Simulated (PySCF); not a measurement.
**Mg2, r²SCAN: how much the basis matters**

PySCF, UKS reference; singlet, unpaired electrons none; De to Mg + Mg without counterpoise correction.

```json
{"basis": "pcseg-1", "relativity": "no relativity", "functions": "20", "Re (Å)": "3.526", "ωe (cm⁻¹)": "99.9", "De (eV)": "0.10"}
{"basis": "3-21G", "relativity": "no relativity", "functions": "26", "Re (Å)": "3.513", "ωe (cm⁻¹)": "88.8", "De (eV)": "0.14"}
{"basis": "x2c-SVPall", "relativity": "spin-free X2C", "functions": "36", "Re (Å)": "3.517", "ωe (cm⁻¹)": "105", "De (eV)": "0.13"}
{"basis": "6-311G(d,p)", "relativity": "no relativity", "functions": "52", "Re (Å)": "3.510", "ωe (cm⁻¹)": "104", "De (eV)": "0.13"}
{"basis": "def2-TZVPP", "relativity": "no relativity", "functions": "64", "Re (Å)": "3.520", "ωe (cm⁻¹)": "101", "De (eV)": "0.12"}
```

Q: How does each smaller set differ from the one with most functions, def2-TZVPP?

A: pcseg-1: +0.6 pm, -1.1 % in ωe, -0.02 eV in De; 3-21G: -0.7 pm, -12.1 % in ωe, +0.02 eV in De; x2c-SVPall: -0.3 pm, +4.0 % in ωe, +0.01 eV in De; 6-311G(d,p): -1.0 pm, +3.0 % in ωe, +0.01 eV in De. All at r²SCAN; the set with most functions is neither the basis-set limit nor always the best. The rows treat relativity differently, so the differences are not basis effects alone.

Closed-shell solutions of metal pairs were not tested for spin polarisation, which can lower them a little. The bond is weak. Basis-set superposition, not corrected here, can be much of De in a small basis, most of all at correlated wavefunction levels. Functionals without a dispersion term scatter widely for such bonds, and LDA overbinds them. 3-21G is very small, so such numbers show the basis as much as the molecule.
